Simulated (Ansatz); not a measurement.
Mulliken charges of `NCC=C=O` from B3LYP/def2-TZVPP in Ansatz (PBE0-D4/def2-TZVP geometry).

```tsv
atom	x (Å)	y (Å)	z (Å)	charge (e)
N1	-0.214	0.207	1.483	-0.316
C2	-0.228	0.609	0.082	-0.017
C3	0.538	-0.352	-0.783	-0.255
C4	-0.048	-1.326	-1.432	0.214
O5	-0.578	-2.171	-2.020	-0.146
H6	-0.662	0.914	2.055	0.119
H7	0.740	0.117	1.812	0.119
H8	-1.271	0.644	-0.246	0.074
H9	0.188	1.611	-0.096	0.083
H10	1.618	-0.305	-0.852	0.124
```

By hand: the dipole of these point charges (1 e Å = 4.8032 D).

Σ q r = (0.140, 0.313, 0.046) e Å, of length 0.346 e Å = 1.66 D.

How does the dipole of the full density compare? (An estimate is asked.)

Ansatz gave: (0.253, 0.474, 0.195) e Å, 2.75 D; the point charges give 0.60 times that, at 13° from its direction.

Point charges leave out the atoms' own dipoles, such as those of lone pairs, and Mulliken's split depends on the basis, so the two needn't agree.

B3LYP here is the variant with VWN-RPA as its local correlation; programs differ in this.
